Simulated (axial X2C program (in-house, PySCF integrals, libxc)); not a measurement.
**NaH⁺: cheaper levels and CCSD(T), two-component**

Calculated with an axial X2C code built on PySCF integrals. Two-component (2c) means X2C with spin–orbit coupling and atomic mean-field two-electron Coulomb and Gaunt terms. Basis: Na dyall-cv3z [9s8p5d2f], H dyall-v3z [6s2p1d] (cores contracted in-house); Gaussian nuclei, density fitting, unrestricted open shells. Masses: Na 22.990 u, H 1.008 u.

State: Ω = 1/2 (⟨Sz⟩ = 0.50, ⟨Lz⟩ = 0.00 at HF); fragments Na+ + H.

| level | Re (Å) | ωe (cm⁻¹) | De (eV) |
| --- | --- | --- | --- |
| PBE0 | 2.592 | 321.3 | 0.091 |
| HF | 2.649 | 285.3 | 0.065 |
| MP2 | 2.590 | 308.0 | 0.073 |
| CCSD | 2.584 | 310.0 | 0.074 |
| TPSS | 2.586 | 320.2 | 0.094 |

Correlated methods: 9 electrons correlated (number of frozen shells: Na 1 s; H none), 153 virtual spin orbitals or spinors in MP2, 56 natural virtuals in coupled cluster.

CCSD(T), same Hamiltonian and basis:

Re = 2.586 Å, ωe = 309.1 cm⁻¹, De = 0.07 eV; T1 = 0.003 (Lee–Taylor normalisation).

(1) Give the differences from CCSD(T) in the columns below.

Occupations by symmetry block were frozen at the best pattern of an incomplete PBE0 search. Dissociation energies refer to the lowest single-determinant-based atoms at the same level and basis. Density functionals use the spin component along the axis (collinear). Coupled cluster ran in a truncated set of natural virtual spinors; the MP2 energy of the rest was added. (T) has no such correction and the atoms are truncated less, which lowers De at CCSD(T) by a hundredth of an eV or more. Under one Hamiltonian the search converged a single determinant, so lower ones may well exist. The bond is weak, and without diffuse functions and with truncated virtuals even CCSD(T) can be tens of per cent off in De.

Answers

(1) 

```tsv
level	ΔRe (Å)	Δωe (cm⁻¹)
PBE0	0.006	12
HF	0.063	-24
MP2	0.004	-1
CCSD	-0.002	1
TPSS	0.000	11
```
